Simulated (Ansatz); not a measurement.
System: fcc Ni. Method: PBE0 (PAW; Ansatz, a program for electronic structure).

The input as run:

Ansatz 0.2 input:
```yaml
crystal:
  lattice:
    - [0.0, 1.7197301949, 1.7197301949]
    - [1.7197301949, 0.0, 1.7197301949]
    - [1.7197301949, 1.7197301949, 0.0]
  atoms:
    - { symbol: Ni, position: [0.0, 0.0, 0.0], spin: 0.8 }
basis:
  ecutwfc: 460
  ecutrho_ratio: 4
  xc_grid: 2
kpoints:
  mp_grid: { grid: [16, 16, 16] }
hamiltonian:
  xc: pbe0
  dispersion: none
  pseudopotentials: { kind: paw }
scf:
  occupations: { method: fermi_dirac, width: 0.05 }
  convergence: { dr2_threshold: 0.0000000001 }
output:
  forces: false
  stress: true
  eigenvalues: true
magnetization:
  spin_polarized: true
```

From the output:

```
WARN output.stress: scf.exx.energy_threshold = 1e-6 eV is looser than the 1e-8 eV advised for a stress under a hybrid functional (1e-8 eV for each atom of the …
Crystal: 1 atoms, lattice volume = 10.172 Å³
Basis set: ecut = 460 eV, 259 PW (Γ), exchange–correlation on 36×36×36 points (8 copies of the dense FFT grid, shifted against one another)
Bands: 14, of which v1, the nominal top of the filled ones, is band 9 counted from 1 (8 counted from 0)
Symmetry: 48 space group operations
Space group: Fm-3m (ITA 225), of the structure as read, at distance tolerance 2.2e-5 Å
k-points: 145 of 4096
Initial density: superposition of atomic densities (chi_scale 0.1, normalization cell)
Functional: x = pbe(κ = 0.804, μ = 0.2195149727645171), c = pbe(β = 0.06672455060314922), warm-up for x = 0.75 pbe(κ = 0.804, μ = 0.2195149727645171) + 0.25 exact, c = pbe(β = 0.06672455060314922)
SCF 1 converged in 16 iterations: F = -5839.696200 eV  dr2 = 1.08e-11
Crystal: 1 atoms, lattice volume = 10.172 Å³
Initial density: handed on by an earlier stage of this run
Functional: x = 0.75 pbe(κ = 0.804, μ = 0.2195149727645171) + 0.25 exact, c = pbe(β = 0.06672455060314922)
SCF 2 converged in 9 iterations: F = -5837.596978 eV  dr2 = 9.24e-12
Crystal: 1 atoms, lattice volume = 10.172 Å³
  ...
Crystal: 1 atoms, lattice volume = 10.172 Å³
SCF 13 converged in 6 iterations: F = -5837.742174 eV  dr2 = 8.67e-12
Crystal: 1 atoms, lattice volume = 10.172 Å³
SCF 14 converged in 11 iterations: F = -5837.742357 eV  dr2 = 6.47e-11
hybrid outer 13: dexx = +3.591e-4 eV, tail = inf eV, magnetization grown 1.0028 times (not accepted), Δε = 1.61e-1 eV (about 3.19e1 eV left of the loop's levels)
Crystal: 1 atoms, lattice volume = 10.172 Å³
Crystal: 1 atoms, lattice volume = 10.172 Å³
Crystal: 1 atoms, lattice volume = 10.172 Å³
Crystal: 1 atoms, lattice volume = 10.172 Å³
SCF 18 converged in 7 iterations: F = -5837.742681 eV  dr2 = 4.17e-12
hybrid outer 17: dexx = +1.666e-7 eV, tail = 3.05e-6 eV, magnetization grown 1.0126 times (not accepted), Δε = 5.02e-3 eV (about 1.99e-3 eV left of the loop's levels)
Crystal: 1 atoms, lattice volume = 10.172 Å³
SCF 19 converged in 2 iterations: F = -5837.742681 eV  dr2 = 3.29e-11
Crystal: 1 atoms, lattice volume = 10.172 Å³
SCF 20 converged in 8 iterations: F = -5837.742680 eV  dr2 = 3.74e-11
Crystal: 1 atoms, lattice volume = 10.172 Å³
SCF 21 converged in 6 iterations: F = -5837.742681 eV  dr2 = 3.03e-12
Crystal: 1 atoms, lattice volume = 10.172 Å³
Crystal: 1 atoms, lattice volume = 10.172 Å³
SCF 23 converged in 7 iterations: F = -5837.742681 eV  dr2 = 9.78e-12
Magnetization: 0.8311 μB (9.4156 up, 8.5844 down)
Free energy (F): -5837.742681 eV
Internal energy: -5837.740945 eV  (E = F + TS)
E sigma→0 (E₀):  -5837.741813 eV
Fermi energy:    19.756378 eV
--- Stress (GPa, compression-positive) ---
       12.051252       0.000000       0.000000
       -0.000000      12.051252       0.000000
        0.000000       0.000000      12.051252
  P = ⅓ Tr σ = 12.0513 GPa (120.513 kbar)
```

The cell is one volume of an energy–volume scan, off the minimum.

The PAW data were made under PBE.

Cost on a shared machine: about 25 core-minutes (a rough figure).
